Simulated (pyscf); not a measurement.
This saddle point was located with ωB97X-D3(BJ)/def2-SVP in PySCF.

```
Si
H 1 1.4781
H 1 1.6808 2 114.64
H 3 0.9825 1 74.60 2 64.20
S 3 1.8617 4 143.21 1 -3.12
Cl 1 2.0442 2 107.44 4 103.48
```

Surface: singlet, charge 0. Lowest wavenumbers (cm⁻¹): 1332i, 197, 385, 539, 692.

Question: What reaction is this the transition state of?

Answer: `[S]=[SiH][Cl]` + `[H][H]` ⇌ `[SH][SiH2][Cl]`, an addition across a multiple bond or ene-type step read from left to right: H–H broken and H–S, H–Si formed. At ωB97M-D3(BJ)/def2-TZVP it lies +0.95 eV from the left side and +2.28 eV from the right (each side as separated species at their lowest minima found). At the saddle there is also a short H–Si contact that neither side keeps. One saddle was located; it need not be the lowest between these sides.
